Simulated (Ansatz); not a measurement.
in.yaml

```yaml
crystal:
  periodic: [false, false, false]
  atoms:
    - {symbol: B, position_ang: [0.000000, -0.081894, 0.000000]}
    - {symbol: H, position_ang: [0.000000, 0.439190, -1.091073]}
    - {symbol: H, position_ang: [0.000000, 0.439190, 1.091073]}
basis:
  gaussian: {orbitals: aug-cc-pVDZ}
total_charge: -1
magnetization: {spin_polarized: false, initial_magnetization: 2}
correlation: {method: fic_mrcisd_q, electrons: outside_noble_gas, active_space: {window: {electrons: 6, orbitals: 6}, shells: [{species: B, l: s, shell: 2}, {species: B, l: p, shell: 2}, {species: H, l: s, shell: 1}]}}
```

```sh
$ ansatz run in.yaml --threads 1 --pin off --events-out ev --progress --plain --max-ram 4096MiB --backend cpu
```

The program prints:

```
659 factors; integrals over basis functions are off by at most 1.1e-7 eV
mean field evaluation 1: about -697.0415 eV, gradient 1.7e1 eV
mean field evaluation 2: about -697.0466 eV, gradient 1.7e1 eV
mean field evaluation 4: about -700.2311 eV, gradient 2.2e0 eV
mean field evaluation 8: about -700.3247 eV, gradient 2.5e-1 eV
mean field evaluation 16: about -699.4706 eV, gradient 3.8e-2 eV
mean field evaluation 32: about -699.5305 eV, gradient 5.4e-1 eV
mean field evaluation 64: about -699.4565 eV, gradient 6.1e-1 eV
mean field -700.32584662 eV, -25.7365001652 hartree, gradient 7.1e-6 eV, S^2 2.000000; 14 other end points of the search recorded, 0 dependent functions left out
reference -700.32584662 eV, -25.7365001652 hartree; 5, 3 occupied and 36, 38 virtual orbitals, 659 factors
state -701.11540772 eV, -25.7655160005 hartree
contracted CI cycle   1: correlation 0.00000000 eV, 0.0000000000 hartree, residual 1.09e1 eV
contracted CI cycle   2: correlation -2.06559797 eV, -0.0759093252 hartree, residual 2.51e0 eV
contracted CI cycle   3: correlation -2.18452105 eV, -0.0802796679 hartree, residual 6.50e-1 eV
contracted CI cycle   4: correlation -2.19549620 eV, -0.0806829973 hartree, residual 2.29e-1 eV
contracted CI cycle   5: correlation -2.19695658 eV, -0.0807366652 hartree, residual 9.28e-2 eV
contracted CI cycle   6: correlation -2.19717042 eV, -0.0807445235 hartree, residual 3.34e-2 eV
contracted CI cycle   7: correlation -2.19719655 eV, -0.0807454840 hartree, residual 1.18e-2 eV
contracted CI cycle   8: correlation -2.19719977 eV, -0.0807456023 hartree, residual 3.97e-3 eV
contracted CI cycle   9: correlation -2.19720015 eV, -0.0807456160 hartree, residual 1.39e-3 eV
contracted CI cycle  10: correlation -2.19720019 eV, -0.0807456176 hartree, residual 4.77e-4 eV
state -701.11540772 eV, -25.7655160005 hartree; corrected -703.43563598 eV, -25.8507828165 hartree
Total energy: -703.43563598 eV, -25.8507828165 hartree
Checks for a lower state left out: starts, orbital_swaps
```

Natural occupations: 1.9834 1.9784 1.0003 1.0000 0.0223 0.0157.

For the same geometry and basis full CI lies 14.3 meV lower.

Ran on 1 thread of AMD EPYC 7R13, shared host: 1 s wall, 0.2 GiB peak host memory.
